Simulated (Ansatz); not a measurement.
Frontier orbitals of `C=CN1C=C1`.

Charge 0, multiplicity 1. All single points use the PBE0-D4/def2-TZVP geometry. It is one conformer, not always the lowest. Basis def2-TZVPP, Ansatz.

Orbital energies of one run (eV). Highest occupied ones, from the top: -5.86, -7.11, -9.03, -10.36, -10.55, -11.82, -12.71, -14.07, -15.41, -16.42, -18.47, -21.30, -26.88, -276.39. Empty: -0.73, 0.37, 1.43, 1.72, 1.98, 2.48.

(1) Which functional gave them?
A. ωB97X-V
B. PBE
C. r2SCANh
D. B3LYP

Answers

(1) D. HOMO energies: B3LYP -5.86, r2SCANh -5.50, ωB97X-V -8.40, PBE -4.86 eV.

B3LYP here is the variant with VWN-RPA as its local correlation; programs differ in this.
